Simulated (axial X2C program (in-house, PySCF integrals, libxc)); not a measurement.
Low determinants of HCl⁻ at the PBE0 level, 2c

Computed with an axial X2C code built on PySCF integrals. Two-component (2c) means X2C with spin–orbit coupling and atomic mean-field two-electron Coulomb and Gaunt terms. Basis: Cl dyall-av3z [9s8p3d2f], H dyall-av3z [7s3p2d] (cores contracted in-house); Gaussian nuclei, density fitting, unrestricted open shells. Masses: Cl 34.969 u, H 1.008 u.

Search at 1.310 Å (vertical energies from the lowest determinant):

| ΔE (eV) | state | electrons beyond evenly filled partner blocks | electrons in ±ω = 1/2, 3/2, 5/2, 7/2 |
| --- | --- | --- | --- |
| 0.00 | Ω = 1/2 | ω = 1/2 | 15 4 0 0 |
| 1.95 | Ω = 3/2 | ω = 3/2 | 14 5 0 0 |
| 6.89 | Ω = 3/2 | ω = 3/2 | 16 3 0 0 |

Lowest determinant, Ω = 1/2 (⟨Sz⟩ = 0.50, ⟨Lz⟩ = 0.00 at PBE0): Re = 1.314 Å, ωe = 2366.6 cm⁻¹.

The determinant in row 2 of the search, Ω = 3/2 (⟨Sz⟩ = 0.50, ⟨Lz⟩ = 1.00 at PBE0), was followed along the bond at PBE0; measured from the minimum of the lowest determinant it gives:

Te = 1.936 eV (15612 cm⁻¹), Re = 1.277 Å, ωe = 3008.3 cm⁻¹.

Compare the bond of the determinant in row 2 with that of the lowest one.

At PBE0 its Re is 0.037 Å shorter and its force constant, which goes as ωe², is 1.62 times that of the lowest determinant. T0 ≈ Te + Δωe/2 = 15612 + (321) = 15933 cm⁻¹.

The search compares states at one distance, so a state with another bond length can lie lower; it is not exhaustive and yields mostly the lowest determinant of each block pattern, so other components and higher states of one pattern are missing. A followed state lies above the atoms to which the lowest one dissociates. These are energies of single determinants, not of spin-adapted states; PBE0 term energies can be off by some tenths of an eV, and the functional has no current term. For an anion, determinants above electron detachment are held by the basis set. Row 1 has a positive highest level at its minimum. Row 2 has a positive highest level at its minimum.
